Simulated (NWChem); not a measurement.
Everything below was run with NWChem. System: difluoromethane (CH₂F₂), charge 0, spin multiplicity 1, at a geometry optimised with PBE0/def2-SVP. Level: MP2/def2-TZVP, 3 core orbitals frozen.

The NWChem input:

```
start mol
memory heap 200 mb stack 900 mb global 1100 mb
geometry units angstroms nocenter noautoz
  F      1.095795     0.000000     0.287172
  C      0.000000     0.000000    -0.490991
  F     -1.095795     0.000000     0.287172
  H      0.000000    -0.913695    -1.111578
  H      0.000000     0.913695    -1.111578
  symmetry group C2v
end
basis spherical
  * library def2-tzvp
end
scf
  rhf
  nopen 0
  maxiter 100
  thresh 1e-7
  semidirect memsize 60000000 filesize 0
end
mp2
  freeze core 3
end
task mp2 energy
```

NWChem printed:

```
             Northwest Computational Chemistry Package (NWChem) 7.3.0
             --------------------------------------------------------

                                NWChem Input Module
                                -------------------

 Scaling coordinates for geometry "geometry" by  1.889725989
 (inverse scale =  0.529177249)

 Turning off AUTOSYM since
 SYMMETRY directive was detected!

                             Geometry "geometry" -> ""
                             -------------------------

 Output coordinates in angstroms (scale by  1.889725989 to convert to a.u.)

  No.       Tag          Charge          X              Y              Z
 ---- ---------------- ---------- -------------- -------------- --------------
    1 F                    9.0000     1.09579500     0.00000000     0.28717200
    2 C                    6.0000     0.00000000     0.00000000    -0.49099100
    3 F                    9.0000    -1.09579500     0.00000000     0.28717200
    4 H                    1.0000     0.00000000    -0.91369500    -1.11157800
    5 H                    1.0000     0.00000000     0.91369500    -1.11157800

 Effective nuclear repulsion energy (a.u.)      77.6550504557

            Nuclear Dipole moment (a.u.)
            ----------------------------
        X                 Y               Z
 ---------------- ---------------- ----------------
     0.0000000000     0.0000000000    -0.0000113384

      Symmetry information
      --------------------

 Group name             C2v
 Group number             16
 Group order               4
 No. of unique centers     3

      Symmetry unique atoms

     1    2    4


 Summary of "ao basis" -> "" (spherical)
 ------------------------------------------------------------------------------
       Tag                 Description            Shells   Functions and Types
 ---------------- ------------------------------  ------  ---------------------
 *                         def2-tzvp                  on all atoms

 Summary of "ao basis" -> "ao basis" (spherical)
 ------------------------------------------------------------------------------
       Tag                 Description            Shells   Functions and Types
 ---------------- ------------------------------  ------  ---------------------
 F                         def2-tzvp                11       31   5s3p2d1f
 C                         def2-tzvp                11       31   5s3p2d1f
 H                         def2-tzvp                 4        6   3s1p

                                 NWChem SCF Module
                                 -----------------

  ao basis        = "ao basis"
  functions       =   105
  atoms           =     5
  closed shells   =    13
  open shells     =     0
  charge          =   0.00
  wavefunction    = RHF
  use symmetry    = T
  symmetry adapt  = T

 Summary of "ao basis" -> "ao basis" (spherical)
 ------------------------------------------------------------------------------
       Tag                 Description            Shells   Functions and Types
 ---------------- ------------------------------  ------  ---------------------
 F                         def2-tzvp                11       31   5s3p2d1f
 C                         def2-tzvp                11       31   5s3p2d1f
 H                         def2-tzvp                 4        6   3s1p

      Symmetry analysis of basis
      --------------------------

        a1         40
        a2         14
        b1         29
        b2         22
[...]
  ----- ------------  ---------------      ----- ------------  ---------------
    36      2.951472  2 C  s                 96     -2.284495  4 H  s
   102     -2.284495  5 H  s                 45     -1.023480  2 C  pz
    95      0.314238  4 H  s                101      0.314238  5 H  s
    34      0.180160  2 C  s

 Vector   15  Occ=0.000000D+00  E= 2.100532D-01  Symmetry=b2
              MO Center=  5.9D-16, -3.9D-15, -1.5D+00, r^2= 4.6D+00
   Bfn.  Coefficient  Atom+Function         Bfn.  Coefficient  Atom+Function
  ----- ------------  ---------------      ----- ------------  ---------------
    96      2.422392  4 H  s                102     -2.422392  5 H  s
    44      1.359303  2 C  py                95     -0.471568  4 H  s
   101      0.471568  5 H  s                 38      0.234430  2 C  py
    52      0.166529  2 C  d -1

 Vector   16  Occ=0.000000D+00  E= 2.126469D-01  Symmetry=b1
              MO Center=  5.2D-16, -5.4D-17, -8.6D-01, r^2= 4.2D+00
   Bfn.  Coefficient  Atom+Function         Bfn.  Coefficient  Atom+Function
  ----- ------------  ---------------      ----- ------------  ---------------
    43      1.681167  2 C  px                 5     -1.137610  1 F  s
    67      1.137610  3 F  s                 40      0.376207  2 C  px
    14      0.350280  1 F  pz                76     -0.350280  3 F  pz
    54     -0.167252  2 C  d  1              12      0.157614  1 F  px
    74      0.157614  3 F  px

 center of mass
 --------------
 x =   0.00000000 y =   0.00000000 z =   0.10097342

 moments of inertia (a.u.)
 ------------------
          35.893369478256           0.000000000000           0.000000000000
           0.000000000000         192.815038465821           0.000000000000
           0.000000000000           0.000000000000         168.940031144936

  Mulliken analysis of the total density
  --------------------------------------

    Atom       Charge   Shell Charges
 -----------   ------   -------------------------------------------------------
    1 F    9     9.28   0.77  1.20  0.59  1.01  0.34  2.24  2.27  0.82  0.00  0.02  0.00
    2 C    6     5.63   0.85  1.12  0.50  0.60  0.06  1.13  1.05  0.09  0.05  0.16  0.02
    3 F    9     9.28   0.77  1.20  0.59  1.01  0.34  2.24  2.27  0.82  0.00  0.02  0.00
    4 H    1     0.91   0.27  0.50  0.11  0.02
    5 H    1     0.91   0.27  0.50  0.11  0.02

       Multipole analysis of the density wrt the origin
       ------------------------------------------------

     L   x y z        total         open         nuclear
     -   - - -        -----         ----         -------
     0   0 0 0     -0.000000      0.000000     26.000000

     1   1 0 0     -0.000000      0.000000      0.000000
     1   0 1 0      0.000000      0.000000      0.000000
     1   0 0 1     -0.816468      0.000000     -0.000011

     2   2 0 0    -14.228611      0.000000     77.184271
     2   1 1 0      0.000000      0.000000      0.000000
     2   1 0 1     -0.000000      0.000000      0.000000
     2   0 2 0    -11.186407      0.000000      5.962524
     2   0 1 1      0.000000      0.000000      0.000000
     2   0 0 2    -11.226612      0.000000     19.291118

                   NWChem MP2 Semi-direct Energy/Gradient Module
                   ---------------------------------------------

  Basis functions       =    105
  Molecular orbitals    =    105
  Frozen core           =      3
  Frozen virtuals       =      0
  Active alpha occupied =     10
  Active beta occupied  =     10
  Active alpha virtual  =     92
  Active beta virtual   =     92
  Use MO symmetry       = T
  Use skeleton AO sym   = T

  AO/Fock/Back tols     =   1.0D-09  1.0D-09  1.0D-09

 GA uses MA = F    GA memory limited = T

 Available:
  local mem=  1.26D+08
 global mem=  1.44D+08
 local disk=  0.00D+00
  mp2_memr nvloc                    92
  nvloc new                    92
   1 passes of  10:        5242880                      68472                  17244824.
   1 passes of  10: M    126152351           G      144157150           F     120909471.

 Semi-direct pass number   1 of   1  for RHF alpha+beta  at        2.5s
  vrange nnbf                  5507
  mp2_eaftype                    65  avail_ma_in_mb                  1099
 EAF : mp2_eaftype filesize          65    8622412.
  mp2_eaf for mointskh                     65
Node 0 wrote     40.5 Mb in      0.2 s     Agg I/O rate:   213.0 Mb/s
 Done moints_semi at        7.7s
  mp2_eaftype                    65  avail_ma_in_mb                  1034
 EAF : mp2_eaftype filesize          65    8622412.
  mp2_eaf for kh                    65
 Done maket at        8.0s
 Done multipass loop at        8.0s

          -------------------------------------------
          SCF energy                -238.007749435104
          Correlation energy          -0.663221115793
          Singlet pairs               -0.411290709148
          Triplet pairs               -0.251930406645
          Total MP2 energy          -238.670970550898
          -------------------------------------------

          ---------------------------------------------------
                    Spin Component Scaled (SCS) MP2
          Same spin pairs                     -0.167953604430
          Same spin scaling factor             0.333333333333
          Opposite spin pairs                 -0.495267511363
          Opposite spin scaling fact.          1.200000000000
          SCS-MP2 correlation energy          -0.650305548446
          Total SCS-MP2 energy              -238.658054983550
          ---------------------------------------------------

 -----------------------
 Performance information
 -----------------------

 Timer overhead =  1.36D-07 seconds/call

               Nr. of calls         CPU time (s)                 Wall time (s)                GFlops
             ---------------    -------------------     ------------------------------   -------------------
Name         Min   Avg   Max    Min     Avg     Max     Min     Avg     Max   Mx/calls   Min     Max     Sum
mp2: moin     1     1     1    5.2     5.2     5.2      5.2     5.2     5.2     5.2      0.0     0.0     0.0
mp2: make     1     1     1   0.31    0.31    0.31     0.31    0.31    0.31    0.31      0.0     0.0     0.0
mp2: tota     1     1     1    5.6     5.6     5.6      5.6     5.6     5.6     5.6      0.0     0.0     0.0

 The average no. of pstat calls per process was 3.00D+00
 with a timing overhead of 4.08D-07s

 Task  times  cpu:        8.0s     wall:        8.0s

 Total times  cpu:        8.0s     wall:        8.0s
```
